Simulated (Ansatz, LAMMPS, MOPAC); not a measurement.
Elastic constant C44 (GPa) along a series of related solids, from the ionic model joung2008 (rigid unit charges, Lennard-Jones; LAMMPS); PM7 semi-empirical Hartree-Fock in MOPAC, closed shell, cyclic supercell at the zone centre; energies are heats of formation (MOPAC); r²SCAN (Ansatz, a first-principles code, PAW).

```tsv
solid	ionic model joung2008	PM7 semi-empirical Hartree-Fock (MOPAC)	r²SCAN
rock-salt KF	14.2	18.5	12.3
rock-salt KCl	8.60	11.0	6.50
rock-salt KBr	7.69	3.81	5.31
rock-salt KI	6.63	0.43	3.95
```

Members of the series are missing where a level wasn't run or failed, where a doubt is noted on the run or the magnetic state, for phases of high temperature or layered ones, and where values are held back for tests.

Spin–orbit coupling is left out, also for the solids with elements from indium on (rock-salt KI); its size isn't shown.

Each level is taken at its own relaxed cell. Caveats: the method was fitted mainly to molecules (PM7 semi-empirical Hartree-Fock (MOPAC): rock-salt KF, rock-salt KCl, rock-salt KBr, rock-salt KI); the run uses a supercell at the zone centre in place of a k mesh (PM7 semi-empirical Hartree-Fock (MOPAC): rock-salt KF, rock-salt KCl, rock-salt KBr, rock-salt KI). Ansatz's density-functional and Hartree–Fock values are scalar-relativistic unless marked +SOC, with PAW data made under PBE.
